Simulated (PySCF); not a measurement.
**From one method to the next for CN**

Starting from one script, swap the method and compare what comes out for CN.

The runs use PySCF 2.14.0; method and basis as typed in the scripts.

5 further runs of the same task are left out: 5 that didn't finish.

### Step 1. Starting geometry

CN: 2 atoms, charge 0, spin multiplicity 2.

Bond lengths: C1–N2 1.289 Å.

### Step 2. The base run

Input file input.py:

```python
from pyscf import gto, scf, mp

mol = gto.M(
    atom='C 0 0 0; N 0 0 1.289',
    basis='def2-svpd',
    charge=0,
    spin=1,
    symmetry=True,
    verbose=4,
)
mf = scf.UHF(mol)
mf.kernel()
mp.MP2(mf, frozen=2).kernel()
mf.dip_moment()
print('orbital energies (hartree):', [e[max(0, n-3):n+3].round(4) for e, n in zip(mf.mo_energy, mol.nelec)])
```

The run is started by

```console
$ python input.py
```

The log of this run is left out.

In short: E(SCF) = -92.070759 Eh, E(MP2) − E(SCF) = -0.30004 Eh, ⟨S²⟩ = 0.872, μ = 1.75 D (of the SCF density).

The bond length is a typed value, not an optimised one.

### Step 3. EOM-EE

Edit 1 changes step after the SCF: mp2 → eomee; frozen orbitals: 2 → none; number of roots: none → 3.

Input file input.py:

```python
from pyscf import gto, scf, cc

mol = gto.M(
    atom='C 0 0 0; N 0 0 1.289',
    basis='def2-svpd',
    charge=0,
    spin=1,
    symmetry=True,
    verbose=4,
)
mf = scf.UHF(mol)
mf.kernel()
mycc = cc.CCSD(mf)
mycc.kernel()
e = mycc.eeccsd(nroots=3)[0]
print('roots (eV) =', (e*27.211386).round(3))
mf.dip_moment()
print('orbital energies (hartree):', [e[max(0, n-3):n+3].round(4) for e, n in zip(mf.mo_energy, mol.nelec)])
```

The run is started by

```console
$ python input.py
```

### Step 4. CISD

Edit 2 changes step after the SCF: mp2 → cisd.

input.py, as its differences from that of step 2:

```diff
@@ -1,2 +1,2 @@
-from pyscf import gto, scf, mp
+from pyscf import gto, scf, ci
 
@@ -12,3 +12,3 @@
 mf.kernel()
-mp.MP2(mf, frozen=2).kernel()
+ci.CISD(mf, frozen=2).kernel()
 mf.dip_moment()
```

### Step 5. EOM-IP

Edit 3 changes step after the SCF: mp2 → eomip; number of roots: none → 3.

input.py, as its differences from that of step 2:

```diff
@@ -1,2 +1,2 @@
-from pyscf import gto, scf, mp
+from pyscf import gto, scf, cc
 
@@ -12,3 +12,6 @@
 mf.kernel()
-mp.MP2(mf, frozen=2).kernel()
+mycc = cc.CCSD(mf, frozen=2)
+mycc.kernel()
+e = mycc.ipccsd(nroots=3)[0]
+print('roots (eV) =', (e*27.211386).round(3))
 mf.dip_moment()
```

### Step 6. Population analysis

Edit 4 changes step after the SCF: mp2 → analyze.

Input file input.py:

```python
from pyscf import gto, scf

mol = gto.M(
    atom='C 0 0 0; N 0 0 1.289',
    basis='def2-svpd',
    charge=0,
    spin=1,
    symmetry=True,
    verbose=4,
)
mf = scf.UHF(mol)
mf.kernel()
mf.analyze()
print('orbital energies (hartree):', [e[max(0, n-3):n+3].round(4) for e, n in zip(mf.mo_energy, mol.nelec)])
```

**Question.** What will these runs give? Wanted: for each run, E(SCF); from base; gap, α spin; SCF dipole; after the SCF.

The runs gave:

```
                run  E(SCF) (hartree)  from base (eV)  cycles  gap, α spin (eV)  SCF dipole (D)                                                 after the SCF
               base        -92.070759               0      16             16.74            1.75                        MP2 correlation -8.165 eV, core frozen
             EOM-EE        -92.070759          0.0000      16             16.74            1.75                CCSD correlation -8.593 eV, first root 0.73 eV
               CISD        -92.070759          0.0000      16             16.74            1.75                       CISD correlation -7.650 eV, core frozen
             EOM-IP        -92.070759          0.0000      16             16.74            1.75  CCSD correlation -8.475 eV, core frozen, first root 13.66 eV
population analysis        -92.070759          0.0000      16             16.74            1.75                                                           n/a
```

In words: On the same reference and core, CISD gains 7.65 eV in 1.8 s; MP2 reaches 107 % of that in 1.2 s. The dearest run is “EOM-EE”, at 9.8 s against 1.2 s.
